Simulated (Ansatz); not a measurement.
Compare A (`FCC1=CS1`) with its isomer B (`FCC=C=S`).

Gas-phase electronic energies from Ansatz, PBE0-D4/def2-TZVP geometries. CCSD(T)/CBS adds triple-zeta CCSD(T) − MP2 to the extrapolated MP2 energy (def2 sets, frozen cores). DFT in def2-TZVPP. One conformer a species, not always the lowest.

A:

```xyz
8

F    -1.198   -0.410    1.670
C    -0.637   -0.779    0.468
C     0.244    0.269   -0.047
C     0.685    1.025   -0.975
S     1.761    1.169    0.487
H    -1.441   -0.973   -0.249
H    -0.060   -1.696    0.630
H     0.646    1.394   -1.984
```

B:

```xyz
8

F     0.245   -1.093    1.651
C    -0.218    0.013    0.955
C     0.521    0.177   -0.330
C    -0.039   -0.040   -1.491
S    -0.724   -0.283   -2.858
H    -0.065    0.883    1.600
H    -1.287   -0.124    0.776
H     1.567    0.467   -0.303
```

(1) Which isomer does CCSD(T)/CBS put lower? Give the gap. (Best estimate.)

(2) Give E(B) − E(A) in kcal/mol with CCSD/def2-TZVPP, ωB97M-V, CCSD(T)/def2-TZVPP, LDA (SPW92), B2PLYP, PBE-D4, BLYP-D4. (An estimate is asked.)

(3) Does the order hold for the free energy at 298.15 K (harmonic terms from PBE0-D4)? (An estimate is asked.)

Largest T1 diagnostic: 0.015.

Results:

(1) Ansatz gave: B, by 30.3 kcal/mol.

(2) The calculation gave: CCSD/def2-TZVPP -31.4, ωB97M-V -30.5, CCSD(T)/def2-TZVPP -31.9, LDA (SPW92) -31.7, B2PLYP -34.0, PBE-D4 -32.6, BLYP-D4 -36.0. None reverses the order clearly.

(3) The calculation gave: Yes: G(B) − G(A) = -29.6 kcal/mol, for one conformer each.

From r2SCAN to r2SCAN0 (25 % exact exchange), in def2-TZVPP and without D4, E(B) − E(A) moves by +2.4 kcal/mol. In def2-TZVPP, CCSD(T) changes the Hartree–Fock value by +1.4 kcal/mol (the triples alone add −0.5 kcal/mol) and MP2 by +2.3 kcal/mol.
